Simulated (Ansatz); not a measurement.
We consider hexagonal BN, described by HSE06-D3(BJ) (PAW; Ansatz, a program for electronic structure).

Rigid layers of the crystal as relaxed at this level are moved apart or together:

| run | k mesh | layer repeat (Å) | energy against free layers (meV/Å²) | gap on the mesh (eV) |
|---|---|---|---|---|
| 1 | 12×12×6 | 3.13 | -22.60 | 5.495 |
| 2 | 12×12×6 | 3.33 | -23.46 | 5.625 |
| 3 | 12×12×6 | 3.73 | -19.95 | 5.795 |
| 4 | 12×12×4 | 4.33 | -12.74 | 5.380 |
| 5 | 12×12×4 | 6.33 | -2.56 | 5.135 |

The lowest energy of these points lies at a layer repeat of 3.33 Å.
